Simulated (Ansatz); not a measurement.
A made-up structure of LiHSO, singlet:

```xyz
4
angstrom
Li -1.9713 0.1732 1.3012
O -0.4720 0.1958 0.3258
S 1.0183 0.5192 -0.6161
H 1.4250 -0.8883 -1.0108
```

It is relaxed with PBE-D4/def2-SVP and then PBE0-D4/def2-TZVP (Ansatz 0.2.0). Atoms count as bonded within 1.22 times the sum of their covalent radii (H–H: 0.88 Å). The end point is not checked to be a true minimum.

**Question.** Does its bonding change? (A judgement: the text doesn't fix the answer.)

**Answer.** The calculation gives: No: no bond forms or breaks.

Where it ends: The first stage lowers the energy by 0.68 eV in 5 steps. It ends as LiHSO ([Li][O][SH]):
Li1  (-1.760, 0.154, 1.162)
O2  (-0.422, 0.175, 0.291)
S3  (0.909, 0.464, -0.550)
H4  (1.272, -0.793, -0.903)
(Å)

Labels in which every atom is bracketed show which atoms are joined, not bond orders.

For scale, one of the runs: PBE0-D4/def2-TZVP relaxation, 88 basis functions, launched by `ansatz run in.yaml --threads 2 --pin off --events-out ev --progress --plain --max-ram 4352MiB`. Hardware: 2 CPU threads of an Arm Neoverse V2, shared host. Wall time about 6 s.
